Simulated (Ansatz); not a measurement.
# CH4OSi (SMILES C=[SiH]O): one structure at several levels

The atoms stand at a structure displaced at random from a GFN2-xTB minimum. How far do the functionals agree with CCSD(T) there?

Computed with Ansatz 0.2.0, Gaussian basis. Level: single points in def2-TZVPP.

Correlated methods freeze the cores. B3LYP uses VWN-RPA correlation.

## (1) The system as given

SMILES `C=[SiH]O`, 7 atoms, charge 0, spin multiplicity 1.

Atoms are counted from 1 here; the program's logs count them from 0.

Bond lengths: C1–Si2 1.971 Å, C1–H4 0.931 Å, C1–H5 1.085 Å, Si2–O3 1.811 Å, Si2–H6 1.396 Å, O3–H7 0.907 Å. Angles: Si2–C1–H4 117.4°, Si2–C1–H5 99.2°, H4–C1–H5 137.0°, C1–Si2–O3 112.3°, C1–Si2–H6 134.2°, O3–Si2–H6 113.5°, Si2–O3–H7 101.6°.

Coordinates:

```xyz
7
CH4OSi
C    -1.38260    0.28520   -0.65570
Si    0.33280    0.32270    0.31460
O     1.34940   -1.13520   -0.03260
H    -1.69670   -0.54390   -0.94030
H    -1.81020    1.21270   -0.28870
H     0.94770    1.24090    1.16730
H     2.07920   -0.97510    0.48120
```

## (2) CCSD(T)/def2-TZVPP

run/in.yaml

```yaml
crystal:
  periodic: [false, false, false]
  atoms:
    - {symbol: C, position_ang: [-1.382600, 0.285200, -0.655700]}
    - {symbol: Si, position_ang: [0.332800, 0.322700, 0.314600]}
    - {symbol: O, position_ang: [1.349400, -1.135200, -0.032600]}
    - {symbol: H, position_ang: [-1.696700, -0.543900, -0.940300]}
    - {symbol: H, position_ang: [-1.810200, 1.212700, -0.288700]}
    - {symbol: H, position_ang: [0.947700, 1.240900, 1.167300]}
    - {symbol: H, position_ang: [2.079200, -0.975100, 0.481200]}
basis:
  gaussian: {orbitals: def2-TZVPP}
correlation: {method: ccsd_t}
output: {forces: true}
```

The command line of these runs was not kept.

## (3) PBE0-D4/def2-TZVPP

Edit run/in.yaml of step 2 so:

```diff
@@ -12,3 +12,3 @@
   gaussian: {orbitals: def2-TZVPP}
-correlation: {method: ccsd_t}
-output: {forces: true}
+hamiltonian: {xc: pbe0, dispersion: d4}
+output: {forces: true, orbitals: {seedname: orbitals}}
```

## (4) wB97M-V/def2-TZVPP

Edit run/in.yaml of step 3 so:

```diff
@@ -12,3 +12,3 @@
   gaussian: {orbitals: def2-TZVPP}
-hamiltonian: {xc: pbe0, dispersion: d4}
-output: {forces: true, orbitals: {seedname: orbitals}}
+hamiltonian: {xc: {name: wB97M-V}}
+output: {forces: true}
```

## (5) r2SCAN-D4/def2-TZVPP

Edit run/in.yaml of step 4 so:

```diff
@@ -12,3 +12,3 @@
   gaussian: {orbitals: def2-TZVPP}
-hamiltonian: {xc: {name: wB97M-V}}
+hamiltonian: {xc: r2scan, dispersion: d4}
 output: {forces: true}
```

## (6) PBE-D4/def2-TZVPP

Edit run/in.yaml of step 5 so:

```diff
@@ -12,3 +12,3 @@
   gaussian: {orbitals: def2-TZVPP}
-hamiltonian: {xc: r2scan, dispersion: d4}
+hamiltonian: {xc: pbe, dispersion: d4}
 output: {forces: true}
```

## (7) LC-wPBE/def2-TZVPP

Edit run/in.yaml of step 6 so:

```diff
@@ -12,3 +12,3 @@
   gaussian: {orbitals: def2-TZVPP}
-hamiltonian: {xc: pbe, dispersion: d4}
+hamiltonian: {xc: {name: LC-wPBE}}
 output: {forces: true}
```

## (8) B3LYP-D4/def2-TZVPP

Edit run/in.yaml of step 7 so:

```diff
@@ -12,3 +12,3 @@
   gaussian: {orbitals: def2-TZVPP}
-hamiltonian: {xc: {name: LC-wPBE}}
+hamiltonian: {xc: {name: B3LYP}, dispersion: d4}
 output: {forces: true}
```

(Steps that only read results are left out.)

Before running it: what results should come out? Wanted: energy less free atoms, CCSD(T)/def2-TZVPP; RMS force component; RMS force error; HOMO and LUMO, PBE0-D4; T1 diagnostic.

**Answer**, as computed:

| quantity | value |
| --- | --- |
| energy less free atoms, CCSD(T)/def2-TZVPP | -2225.3 kJ/mol |
| RMS force component | 3.969 to 4.258 eV/Å over the methods |
| RMS force error | PBE0-D4 0.183, wB97M-V 0.234, r2SCAN-D4 0.106, PBE-D4 0.208, LC-wPBE 0.408, B3LYP-D4 0.110 eV/Å |
| HOMO and LUMO, PBE0-D4 | -5.91 and -1.65 eV |
| T1 diagnostic | 0.020 |

What this shows: Against CCSD(T) the functionals' energies less atoms differ by -104.7 to +0.1 kJ/mol, PBE-D4 by -104.7 kJ/mol. CCSD(T) in triple zeta still lacks some correlation energy of the bonds, so part of these gaps is its own basis error and they don't rank the functionals. The forces of r2SCAN-D4 come nearest to CCSD(T), those of LC-wPBE are farthest. Frozen-core CCSD(T) forces in triple zeta carry basis errors of their own, and this is one geometry, so small gaps rank nothing. The restricted Hartree–Fock reference is unstable towards an unrestricted one at one or more of these structures.
